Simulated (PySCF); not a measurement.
## A thermochemical cycle for BP

PBE0 in PySCF with def2-TZVP on every atom, for the lowest determinant that a PBE0 search found; no spin–orbit coupling. BP, a triplet (σ ↑, π ↑), has De = 3.63 eV to neutral atoms, and BP⁺, a quartet (σ ↑, π ↑↑), has De = 3.01 eV to B⁺ + P.

The adiabatic ionisation energy of BP, between the minima, is 9.27 eV.

Problem. Which ionisation energy of the B atom does this level give?

Solution. IE(B) = IE(molecule) + De(ion) − De(neutral) = 9.27 + 3.01 − 3.63 = 8.65 eV; the measured value is 8.298 eV (NIST ASD).

For an ion De counts to the pair picked by the measured ionisation energies or electron affinities, which need not be the lowest pair at this level. States were picked by a PBE0 search and need not be the measured ground states.
